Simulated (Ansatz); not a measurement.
Input file for Ansatz (a first-principles code): R-wB97M-V/def2-TZVPPD on C2H4 (SMILES C=C) with ghost functions. Files ending in .json are basis or fitting sets from the Basis Set Exchange.

Ansatz 0.2 input:
```yaml
crystal:
  periodic: [false, false, false]
  atoms:
    - {symbol: C, position_ang: [-0.47192500, 0.47192500, 1.85911100]}
    - {symbol: C, position_ang: [0.47192500, -0.47192500, 1.85911100]}
    - {symbol: H, position_ang: [-0.87242200, 0.87242200, 0.93612500]}
    - {symbol: H, position_ang: [0.87242200, -0.87242200, 0.93612500]}
    - {symbol: H, position_ang: [-0.87046400, 0.87046400, 2.78330800]}
    - {symbol: H, position_ang: [0.87046400, -0.87046400, 2.78330800]}
basis:
  gaussian:
    orbitals: def2-TZVPPD.json
    ghost_atoms:
      - {symbol: C, position_ang: [-0.47192500, -0.47192500, -1.85911100]}
      - {symbol: C, position_ang: [0.47192500, 0.47192500, -1.85911100]}
      - {symbol: H, position_ang: [-0.87242200, -0.87242200, -0.93612500]}
      - {symbol: H, position_ang: [0.87242200, 0.87242200, -0.93612500]}
      - {symbol: H, position_ang: [-0.87046400, -0.87046400, -2.78330800]}
      - {symbol: H, position_ang: [0.87046400, 0.87046400, -2.78330800]}
hamiltonian:
  xc: {name: wB97M-V}
scf: {lower_state_search: off}
```

Output:

```
WARN ansatz: RAYON_NUM_THREADS=2 ignored (pool sized by the plan → 2); use --threads N
Functional definition: wB97M-V
these checks for a lower state are left out or cut short: stability, starts, cluster_reference, orbital_swaps, neighbouring_geometries, increment
integrals: 0.22 GiB planned
1104 factors; their error is unknown
integrals: 0.25 GiB planned
394 factors; integrals over basis functions are off by at most 3.6e-5 eV
mean field: 2.01 GiB planned
mean field evaluation 1: about -2135.4035 eV, gradient 3.4e1 eV
mean field evaluation 2: about -2136.7954 eV, gradient 2.2e1 eV
mean field evaluation 4: about -2137.9549 eV, gradient 1.1e-1 eV
mean field evaluation 8: about -2137.9478 eV, gradient 5.3e-2 eV
mean field evaluation 16: about -2137.9478 eV, gradient 3.3e-6 eV
mean field -2137.94775816 eV, -78.5681309592 hartree, gradient 3.2e-6 eV, S^2 0.000000; 0 other end points of the search recorded, 0 dependent functions left out
reference -2137.94780433 eV, -78.5681326560 hartree; 8, 8 occupied and 276, 276 virtual orbitals, 1104 factors
Total energy: -2137.94780433 eV, -78.5681326560 hartree
Checks for a lower state left out: stability, starts, cluster_reference, orbital_swaps, neighbouring_geometries, increment
```

Self-consistency was reached.

Cost: about 6 core-seconds (a rough figure).
